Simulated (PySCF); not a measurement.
# C5H5P (phosphabenzene): the cost of one run

Programs: PySCF 2.14.0, with density-fitted response routines of our own. Each step states its level of theory. These are calculated values for one molecule, in the gas phase or a continuum, unless marked as measured. Atoms are numbered from 0 throughout.

### 1 Starting geometry

11 atoms, charge 0, multiplicity 1; geometry from: GFN2-xTB. The atoms were then displaced at random by about 0.01 Å, so the start is not that level's minimum.

Bonds of the start (Å): C0–C1 1.40, C1–C2 1.38, C2–P3 1.77, P3–C4 1.70, C4–C5 1.39, C5–C0 1.35, C0–H6 1.10, C1–H7 1.07, C2–H8 1.06, C4–H9 1.08, C5–H10 1.07.

### 2 Relaxing the molecule at PBE0-D3(BJ)/def2-TZVP

What the job is given:

```
{"job": {"xc": "PBE0", "basis": "def2-TZVP", "d3": "d3bj", "grid": 2, "shake": 0.01, "kind": "geom"}, "charge": 0, "multiplicity": 1}
C     -0.020380     1.117710    -0.055130
C     -1.236910     0.429410    -0.025420
C     -1.313980    -0.944230     0.034370
P      0.106530    -2.005810     0.090360
C      1.356680    -0.852760     0.028950
C      1.193810     0.526340    -0.030410
H     -0.070290     2.219960    -0.112650
H     -2.144600     0.996220    -0.053580
H     -2.271500    -1.406630     0.085870
H      2.363950    -1.246960     0.071120
H      2.074810     1.140910    -0.049130
```

Command:

```bash
$ OMP_NUM_THREADS=2 python probes_run.py task.json out
```

This one command runs all jobs of the session in turn.

Q: Estimate the wall time and peak memory of this first job on 2 threads of Intel Xeon at 2.50GHz, shared host.

About 7.5 min, with a peak of 1.1 GiB.
